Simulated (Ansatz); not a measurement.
**PH2+ (triplet): from Hartree-Fock to the top rungs at scale of all distances = 1.278, cc-pVDZ**

How much of the correlation energy of PH2+ (triplet) does each wave-function method recover here?

Program: Ansatz 0.2.0, Gaussian basis. Level of theory: cc-pVDZ, core rule «outside noble gas», up to 5 orbitals frozen. These are calculated values, not measurements.

The runs, in order: UHF; CCSD(T) on ROHF; CCSD(T) on UHF; BCCD(T) on ROHF; CISD; CCSDT(Q) on ROHF; CCSDT(Q) on UHF; CISDTQ; CASSCF and MRCISD+Q, 4 electrons in 4 orbitals; CASSCF and NEVPT2, 4 electrons in 4 orbitals; CASSCF and MRCISD+Q, 6 electrons in 6 orbitals; CASSCF and NEVPT2, 6 electrons in 6 orbitals; Full CI.

10 further runs of the same task are left out: 5 that didn't finish, 5 set aside as unsound or not needed.

## Step 1: The system

The geometry derives from a PBE0/def2-TZVP stationary point (not a proven minimum). All distances are scaled together.

3 atoms, charge 1, spin multiplicity 3.

Atoms are counted from 1 here; the program's logs count them from 0.

No contacts short enough for the rule that draws bonds.

## Step 2: UHF

The input, in.yaml:

```yaml
crystal:
  periodic: [false, false, false]
  atoms:
    - {symbol: P, position_ang: [0.000000, -0.053437, 0.000000]}
    - {symbol: H, position_ang: [0.000000, 0.821054, -1.584360]}
    - {symbol: H, position_ang: [0.000000, 0.821054, 1.584360]}
basis:
  gaussian: {orbitals: cc-pVDZ}
total_charge: 1
magnetization: {spin_polarized: true, initial_magnetization: 2}
hamiltonian: {xc: hf}
output: {orbitals: {seedname: orbitals}}
```

Started as:

```
$ ansatz run in.yaml --threads 1 --pin off --events-out ev --progress --plain --max-ram 2393MiB
```

The runs that follow: CCSD(T) on ROHF; CCSD(T) on UHF; BCCD(T) on ROHF; CISD; CCSDT(Q) on ROHF; CCSDT(Q) on UHF; CISDTQ; CASSCF and MRCISD+Q, 4 electrons in 4 orbitals; CASSCF and NEVPT2, 4 electrons in 4 orbitals; CASSCF and MRCISD+Q, 6 electrons in 6 orbitals; CASSCF and NEVPT2, 6 electrons in 6 orbitals; Full CI.

Q: Predict the results of all the runs planned. Wanted: FCI below the RHF energy; RMP2 from FCI; UMP2 from FCI; RCCSD from FCI; RCCSD(T) from FCI; UCCSD(T) from FCI; RCCSDT(Q) from FCI; UCCSDT(Q) from FCI; NEVPT2 pair from FCI.

The runs gave:

| quantity | value |
| --- | --- |
| FCI below the RHF energy | -3.4247 eV |
| RMP2 from FCI | +910.4 meV |
| UMP2 from FCI | +941.2 meV |
| RCCSD from FCI | +144.3 meV |
| RCCSD(T) from FCI | +40.9 meV |
| UCCSD(T) from FCI | +40.5 meV |
| RCCSDT(Q) from FCI | +0.9 meV |
| UCCSDT(Q) from FCI | +0.5 meV |
| NEVPT2 pair from FCI | +769.9 meV |
| MRCISD+Q pair from FCI | -13.5 meV |
| NEVPT2 valence from FCI | +493.0 meV |
| levels within 1 kcal/mol (43 meV) | RCCSD(T), UCCSD(T), BCCD(T), RCCSDT, UCCSDT, CISDTQ, RCCSDT(Q), UCCSDT(Q), MRCISD+Q pair, MRCISD+Q valence |
| T1 diagnostic | 0.022 |
| effectively unpaired electrons | 2.09 |

RCCSD(T) lands +40.9 meV from the yardstick (1.2 % of the correlation energy). MRCISD+Q pair falls below full CI: the +Q correction isn't variational, and the cores differ from full CI's. One determinant dominates. Of the multireference levels listed MRCISD+Q valence comes nearest in total energy (+11.9 meV), which doesn't show that its space is the better one. These misses are within one basis, not against nature; the frozen cores of restricted and unrestricted runs differ, which can shift their rows.
